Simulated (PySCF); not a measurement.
**`c1c[cH-]nc1`, [C₄H₄N]-, charge -1**

Geometry:
| atom | x (Å) | y (Å) | z (Å) |
| --- | --- | --- | --- |
| C1 | -0.781 | -0.650 | -0.116 |
| C2 | 0.602 | -0.926 | -0.030 |
| C3 | 1.216 | 0.317 | 0.131 |
| N4 | 0.320 | 1.332 | 0.149 |
| C5 | -0.887 | 0.738 | -0.001 |
| H6 | -1.589 | -1.362 | -0.245 |
| H7 | 1.084 | -1.897 | -0.077 |
| H8 | 2.280 | 0.517 | 0.234 |
| H9 | -1.797 | 1.332 | -0.022 |

Total charge -1.

Method: PySCF, quadratic response CAM-B3LYP/aug-cc-pVTZ first hyperpolarisability, Taylor convention, gas phase. Geometry: PBE0-D3(BJ)/def2-TZVP.

For a gas-phase anion, states above the detachment energy (about 1.6 eV, taken as minus the energy of the highest occupied orbital) lie in the continuum and depend on the basis.

Question: Give the tensor of the static β(0;0,0) in the axes of these coordinates.

Answer: In au, Taylor convention; rows are the first index (the induced dipole):
```tsv
	xx	yy	zz	xy	xz	yz
x	-22.0	+28.1	+33.4	-33.1	-10.8	-19.1
y	-33.1	+48.4	+188.0	+28.1	-19.1	-27.9
z	-10.8	-27.9	+59.8	-19.1	+33.4	+188.0
```
Norm of βᵢ = ⅓ Σⱼ (βᵢⱼⱼ + βⱼᵢⱼ + βⱼⱼᵢ): 208.2 au, hyper-Rayleigh value 123.8 au.
